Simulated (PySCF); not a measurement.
Which level of theory gave which numbers?

Species: C2H2ClF3.
SMILES: `FCC(F)(F)Cl`

The closed-shell ground state was solved 4 times with PySCF (density fitting, gas phase), always in the pcSseg-2 basis (251 functions), with these functionals: B97-2, KT3, PBE0 and wB97X-D. Isolated species at its PBE0-D3(BJ)/def2-TZVP geometry (one conformer only).

```json
{"row": "P", "total energy (Eh)": "-837.2371", "HOMO (eV)": "-9.55", "LUMO (eV)": "-0.10", "dipole (D)": "1.99"}
{"row": "Q", "total energy (Eh)": "-837.2113", "HOMO (eV)": "-11.74", "LUMO (eV)": "1.83", "dipole (D)": "2.03"}
{"row": "R", "total energy (Eh)": "-836.7973", "HOMO (eV)": "-9.83", "LUMO (eV)": "-0.04", "dipole (D)": "2.01"}
{"row": "S", "total energy (Eh)": "-845.1375", "HOMO (eV)": "-8.42", "LUMO (eV)": "-1.17", "dipole (D)": "1.84"}
```

Problem. Which functional belongs to which row?

Solution. P = B97-2, Q = wB97X-D, R = PBE0, S = KT3. By rising HOMO–LUMO gap: KT3 (GGA) 7.25 eV; B97-2 (global hybrid, 21 % exact exchange) 9.45 eV; PBE0 (global hybrid, 25 % exact exchange) 9.79 eV; wB97X-D (range-separated hybrid) 13.57 eV. Total energies of different functionals aren't bounds to one another; each is stationary for its own functional.

Conformer computed: `[F:1][CH2:2][C:3]([F:4])([F:5])[Cl:6]`: F1–C2–C3–F4 -60°.

Note: wB97X-D ran without an empirical dispersion term, which enters the total energy and its gradient alone.
